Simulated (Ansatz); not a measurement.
## Reading a saddle point

A first-order saddle point of CH8NSi, doublet, PBE0-D4/def2-TZVP, with one imaginary mode of 1132i cm⁻¹:

| atom | x (Å) | y (Å) | z (Å) |
| --- | --- | --- | --- |
| H1 | -0.0844 | -0.4321 | -0.1268 |
| C2 | 0.6021 | 0.4573 | -1.1404 |
| N3 | 0.8079 | 1.7386 | -0.6266 |
| Si4 | -0.8516 | -1.3177 | 1.0762 |
| H5 | -0.1079 | 0.4155 | -1.9628 |
| H6 | 1.5163 | -0.1037 | -1.3178 |
| H7 | -0.0382 | 2.2507 | -0.4253 |
| H8 | 1.4415 | 1.7796 | 0.1579 |
| H9 | -1.9128 | -2.1867 | 0.4921 |
| H10 | 0.1196 | -2.1888 | 1.7986 |
| H11 | -1.4924 | -0.4126 | 2.0749 |

Ansatz 0.2.0; basis: def2-TZVPP and def2-QZVPP; cores frozen in the correlated methods; orbitals are unrestricted. Extrapolation: Hartree–Fock as exp(−7.88 √X), correlation as X^−2.97.

**Question.** Which contacts change along the imaginary mode, and what lies on either side? (A judgement: the text doesn't fix the answer.)

**Answer.** The calculation gives: The step is CH₅N ([CH3][NH2]) + SiH₃ → CH₄N ([CH2][NH2]) + SiH₄, with the molecules in contact on both sides. Shortening one way: H1–Si4; lengthening the same way: H1–C2.
```tsv
pair	one side (Å)	saddle (Å)	other side (Å)
H1–Si4	3.44	1.68	1.48
H1–C2	1.10	1.51	3.09
```

**Question.** Which side is lower, and how far does the saddle lie above each? (An estimate is asked for; the value comes from the calculation.)

**Answer.** By the calculation: The side with H1–C2 short is lower by 2.64 kcal/mol; the saddle lies 16.71 kcal/mol above it and 14.07 kcal/mol above the other (CCSD(T) at an estimated basis limit (MP2 extrapolated from triple and quadruple zeta, plus CCSD(T) − MP2 in triple zeta); electronic energies).

T1 diagnostic: at most 0.017. ⟨S²⟩ of the unrestricted Hartree–Fock references: 0.75 to 0.78 (a pure state has 0.75).

Radical steps of this kind take place in plasma deposition and etching.

Labels in which every atom is bracketed show which atoms are joined, not bond orders.

For scale, one of the runs: CCSD(T)/def2-TZVPP, 216 basis functions, launched by `ansatz run in.yaml --threads 4 --pin off --events-out ev --progress --plain --max-ram 9574MiB`. Hardware: 4 CPU threads of an Arm Neoverse V1, shared host. Wall time 2.8 min; peak host memory 8.2 GiB.
